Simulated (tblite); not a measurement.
C₅H₅F.
Atom-mapped SMILES: `[CH2:1]=[C:2]([F:3])[C:4]1=[CH:5][CH2:6]1` (hydrogens: H7, H8 on C1; H9 on C5; H10, H11 on C6)

Computed with GFN2-xTB (tblite), gas phase: nudged elastic band of 9 images (0 to 8), spring 0.2 eV/Å², climbing image at the end, force threshold 0.05 eV/Å. The top image wasn't refined or checked by frequencies; at this threshold it can lie a kcal/mol or more above the true saddle point of the method.

Path: rotation about C2–C4 (vinylic C–F carbon, fully substituted alkene carbon), followed by the dihedral F3–C2–C4–C6, from 180° to 0°. Start geometry (image 0):
```
atom  x, y, z in Å
C1      1.730   -0.810    0.576
C2      1.089   -0.160   -0.392
F3      1.751    0.162   -1.532
C4     -0.268    0.253   -0.365
C5     -1.310    0.831   -0.907
C6     -1.521    0.261    0.462
H7      1.220   -1.070    1.483
H8      2.764   -1.084    0.471
H9     -1.769    1.348   -1.712
H10    -2.089   -0.655    0.578
H11    -1.593    0.928    1.313
```

The first guess turns that dihedral rigidly in even steps and adds one set of random displacements (0.04 Å standard deviation a coordinate) to every inner image. Energies of the images above image 0 (eV) in the early part of the optimisation:

| iteration | 1 | 2 | 3 | 4 | 5 | 6 | 7 | 8 |
| --- | --- | --- | --- | --- | --- | --- | --- | --- |
| 0 | 1.196 | 1.259 | 1.337 | 1.406 | 1.429 | 1.398 | 1.336 | 0.041 |
| 10 | 0.048 | 0.123 | 0.199 | 0.234 | 0.214 | 0.153 | 0.091 | 0.041 |

Problem. Where does the band end, and how far was the first guess from it?

Solution. Final energies, images 1 to 8: 0.031, 0.106, 0.180, 0.211, 0.185, 0.122, 0.064, 0.041 eV. The highest point drops from 1.43 eV (image 5) to 0.211 eV (image 4), by 1.22 eV. Image 4 moved by 0.06 Å rms, its dihedral from -91° to -89°. The end images are fixed. The true force on the top image ends at 0.041 eV/Å, and the largest on any image at 0.07 eV/Å; away from the top, the method drives only the force across the path to zero. The last saved iteration is 40.

What follows is the cost of the whole band run. The run took 2.5 s wall on Arm Neoverse N1, one thread, shared host, and the process peaked at 0.18 GiB of memory.
